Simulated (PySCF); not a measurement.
# SiH4O (silanol) at 6 levels

Wanted: a comparison of 6 runs (HF/3-21G, PBE0/6-31G, B3LYP/6-31+G*, CAM-B3LYP/6-311G**, TPSS/def2-TZVP, CCSD(T)/def2-SVPD) of SiH4O (silanol). 

The calculation is run with PySCF 2.14.0.

### 1 The system as given

The species is SiH4O (6 atoms), meant as a singlet with charge 0. SMILES: `O[SiH3]`. Geometry: relaxed at PBE0-D4/def2-TZVP.

Bond lengths: O1–Si2 1.648 Å, O1–H3 0.957 Å, Si2–H4 1.489 Å, Si2–H5 1.481 Å, Si2–H6 1.489 Å. Angles: O1–Si2–H4 111.7°, O1–Si2–H5 105.9°, O1–Si2–H6 111.7°, Si2–O1–H3 117.9°, H4–Si2–H5 109.9°, H4–Si2–H6 107.9°, H5–Si2–H6 109.9°.

### 2 Energy and forces at HF/3-21G (run 1)

Input file input.xyz:

```xyz
6
H4OSi
O      0.636700    -1.030300     0.419000
Si    -0.035700     0.346500    -0.187000
H      0.069100    -1.629200     0.904700
H     -1.128300     0.045700    -1.152800
H      1.060500     1.064900    -0.875600
H     -0.602300     1.202400     0.891700
```

Input file calc.py:

```python
# O[SiH3]
import pyscf.grad
from pyscf import gto, scf

molecule = gto.Mole()
molecule.atom = 'input.xyz'
molecule.basis = '3-21g'
molecule.max_memory = 1860
molecule.verbose = 4
molecule.spin = 0
molecule.build()

hf = scf.RHF(molecule)
hf.conv_tol = 1e-10
hf.kernel()
if not hf.converged:
    hf = hf.newton().run(hf.mo_coeff, hf.mo_occ)

etot = hf.e_tot
print('E = %.10f Eh' % etot)
grad = hf.Gradients().kernel()
dip = hf.dip_moment()
pop, q = hf.mulliken_pop()
```

Run with:

```sh
$ OMP_NUM_THREADS=1 python calc.py
```

Output:

```text
PySCF version 2.14.0

[... 58 lines left out ...]
converged SCF energy = -364.178276684443
[... 13 lines left out ...]
Dipole moment(X, Y, Z, Debye): -1.72743, -0.21093,  0.56553
[... 37 lines left out ...]
charge of    5H =     -0.24555
```

Wall time 4.5 s (1 thread of Intel Xeon at 2.50GHz (Skylake/Cascade Lake), shared host); peak memory 0.11 GiB.

### 3 Energy and forces at PBE0/6-31G (run 2)

Input file job.py:

```python
from pyscf import gto, dft

system = gto.M(
    atom=[
    ('O', (0.636700, -1.030300, 0.419000)),
    ('Si', (-0.035700, 0.346500, -0.187000)),
    ('H', (0.069100, -1.629200, 0.904700)),
    ('H', (-1.128300, 0.045700, -1.152800)),
    ('H', (1.060500, 1.064900, -0.875600)),
    ('H', (-0.602300, 1.202400, 0.891700)),
],
    basis='6-31g',
    charge=0,
    max_memory=1860,
    verbose=4,
)

mf = dft.RKS(system, xc='pbe0')
mf.conv_tol = 1e-10
mf.grids.level = 5
mf.kernel()
if not mf.converged:
    mf = mf.newton().run(mf.mo_coeff, mf.mo_occ)

e_tot = mf.e_tot
print('E(%s) = %.9f' % ('PBE0', e_tot))
grad = mf.nuc_grad_method().kernel()
mf.analyze()
```

Run with:

```sh
$ OMP_NUM_THREADS=1 python job.py
```

Output:

```text
PySCF version 2.14.0

[... 85 lines left out ...]
Total Energy =                        -366.836290961527084
[... 8 lines left out ...]
MO #2   energy= -19.2178835771175  occ= 2
[... 6 lines left out ...]
MO #9   energy= -0.491618354855316 occ= 2
[... 6 lines left out ...]
MO #16  energy= 0.107378515704197  occ= 0
[... 6 lines left out ...]
MO #23  energy= 0.891670656522194  occ= 0
[... 6 lines left out ...]
MO #30  energy= 1.4591795884037    occ= 0
[... 39 lines left out ...]
Dipole moment(X, Y, Z, Debye): -1.79217, -0.02937,  0.47946
```

It took 17 s on 1 thread of Intel Xeon at 2.50GHz (Skylake/Cascade Lake), shared host; peak memory 0.36 GiB.

Runs 3 to 4 aren't shown in full; the table further down has their settings and results.

### 4 Energy and gradient at TPSS/def2-TZVP (run 5)

Input file geometry.xyz:

```xyz
6

O      0.636700    -1.030300     0.419000
Si    -0.035700     0.346500    -0.187000
H      0.069100    -1.629200     0.904700
H     -1.128300     0.045700    -1.152800
H      1.060500     1.064900    -0.875600
H     -0.602300     1.202400     0.891700
```

Input file run.py:

```python
# O[SiH3]
from pyscf import gto, dft

molecule = gto.M(
    atom='geometry.xyz',
    basis='def2-tzvp',
    verbose=4,
    max_memory=1860,
    charge=0,
)

calc0 = dft.RKS(molecule)
calc0.xc = 'tpss'
calc0.grids.level = 5
calc0.conv_tol = 1e-10
calc0.kernel()
if not calc0.converged:
    calc0 = calc0.newton().run(calc0.mo_coeff, calc0.mo_occ)

e_final = calc0.e_tot
print('E(%s) = %.9f' % ('TPSS', e_final))
grad = calc0.nuc_grad_method().kernel()
calc0.analyze()
```

Run with:

```sh
$ OMP_NUM_THREADS=1 python run.py
```

Output:

```text
PySCF version 2.14.0

[... 105 lines left out ...]
MO #7   energy= -0.945499243676672 occ= 2
[... 16 lines left out ...]
MO #24  energy= 0.242565663661266  occ= 0
[... 16 lines left out ...]
MO #41  energy= 0.985518663918614  occ= 0
[... 16 lines left out ...]
MO #58  energy= 1.91362933574361   occ= 0
[... 16 lines left out ...]
MO #75  energy= 3.80955439173257   occ= 0
[... 16 lines left out ...]
MO #92  energy= 43.3459269944817   occ= 0
[... 101 lines left out ...]
Dipole moment(X, Y, Z, Debye): -1.07929, -0.52037,  0.57336
```

Run time: 67 s. Hardware: 1 thread of Intel Xeon at 2.50GHz (Skylake/Cascade Lake), shared host; peak memory 0.9 GiB.

### 5 The energy at CCSD(T)/def2-SVPD (run 6)

Input file calc.py:

```python
from pyscf import gto, cc

mol = gto.M(
    atom='''
O        0.636700      -1.030300       0.419000
Si      -0.035700       0.346500      -0.187000
H        0.069100      -1.629200       0.904700
H       -1.128300       0.045700      -1.152800
H        1.060500       1.064900      -0.875600
H       -0.602300       1.202400       0.891700
''',
    verbose=3,
    max_memory=1860,
    basis='def2-svpd',
    spin=0,
)

calc0 = mol.RHF()
calc0.conv_tol = 1e-10
calc0.kernel()
if not calc0.converged:
    calc0 = calc0.newton().run(calc0.mo_coeff, calc0.mo_occ)

mycc = cc.CCSD(calc0, frozen=6)
mycc.kernel()
e_t = mycc.ccsd_t()
etot = mycc.e_tot + e_t
print('E(%s) = %.9f' % ('CCSD(T)', etot))
dip = calc0.dip_moment()
pop, q = calc0.mulliken_pop()
```

Run with:

```sh
$ OMP_NUM_THREADS=1 python calc.py
```

Output:

```text
converged SCF energy = -366.013192647286
[... 3 lines left out ...]
Dipole moment(X, Y, Z, Debye): -1.29113, -0.31930,  0.51418
[... 86 lines left out ...]
charge of    5H =     -0.10689
```

Run time: 23 s. Hardware: 1 thread of Intel Xeon at 2.50GHz (Skylake/Cascade Lake), shared host; peak memory 0.31 GiB.

### 6 All runs side by side

| run | level | integration grid | task | energy (Eh) | dipole moment (D) of the reference | HOMO energy (eV) | LUMO energy (eV) | wall time |
| --- | --- | --- | --- | --- | --- | --- | --- | --- |
| 1 | HF/3-21G | – | gradient | -364.178277 | 1.83 | -12.11 | 4.28 | 4.5 s |
| 2 | PBE0/6-31G | 5 | gradient | -366.836291 | 1.86 | -8.40 | 0.39 | 17 s |
| 3 | B3LYP/6-31+G* (spherical functions) | 5 | gradient | -367.148574 | 1.54 | -8.52 | -0.61 | 25 s |
| 4 | CAM-B3LYP/6-311G** | 5 | gradient | -367.157421 | 1.49 | -10.07 | 1.03 | 44 s |
| 5 | TPSS/def2-TZVP | 5 | gradient | -367.231914 | 1.33 | -7.39 | -0.58 | 67 s |
| 6 | CCSD(T)/def2-SVPD | – | energy | -366.359487 | 1.43 | -12.44 | 2.23 | 23 s |

### 7 Outcome

```
                                          quantity          value
                               run 6: total energy  -366.35949 Eh
       run 6: dipole moment (Hartree–Fock density)         1.43 D
        run 6: HOMO energy (Hartree–Fock orbitals)      -12.44 eV
        run 6: LUMO energy (Hartree–Fock orbitals)        2.23 eV
      run 6: HOMO–LUMO gap (Hartree–Fock orbitals)       14.67 eV
run 6: correlation energy (6 core orbitals frozen)     -346.3 mEh
                             run 6: (T) correction      -7.93 mEh
                              run 6: T1 diagnostic          0.012
```

Over runs 1, 2, 3, 4, 5 the dipole moment (its size) runs from 1.33 D (TPSS/def2-TZVP) to 1.86 D (PBE0/6-31G). The two ends differ in method and basis. Over runs 1, 2, 3, 4, 5 the HOMO–LUMO gap runs from 6.81 eV (TPSS/def2-TZVP) to 16.40 eV (HF/3-21G). Totals of different functionals can't be ranked against each other. All runs together took 3 min, the longest 67 s.
